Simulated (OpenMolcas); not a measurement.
Exact exchange and the vertical energy of the triplet above the singlet of LiF

LiF has 2 atoms, charge 0, and is taken as a singlet. As SMILES, `[Li][F]`. The shape is that of a PBE0-D4/def2-TZVP optimisation.

The vertical energy of the triplet above the singlet y, in eV, basis cc-pVTZ; a is the functional's share of exact exchange. Programs: OpenMolcas 26.06.

| functional | program | a | y (eV) |
| --- | --- | --- | --- |
| BLYP | OpenMolcas | 0 | 6.78 |
| PBE | OpenMolcas | 0 | 6.70 |
| B3LYP | OpenMolcas | 0.2 | 6.60 |
| PBE0 | OpenMolcas | 0.25 | ? |
| BHLYP | OpenMolcas | 0.5 | 6.18 |

Question: Fit y = c + s·a to the known rows and predict PBE0.

Answer: 
1. Means of the 4 rows: a = 0.1750, y = 6.565.
2. Σ(Δa)² = 0.1675, Σ(Δa·Δy) = -0.1855, so the slope is -0.1855/0.1675 = -1.1075.
3. Intercept: 6.565 − (-1.1075) × 0.1750 = 6.759. The largest residual of the fit is 0.062.
4. PBE0: 6.759 + (-1.1075) × 0.25 = 6.48 eV.

The run gave 6.39 eV, so the prediction is off by +0.09 eV, more than the scatter of the fit. Exact exchange favours the state with more unpaired electrons. The rows mix families of semi-local functionals, which the line can't see.
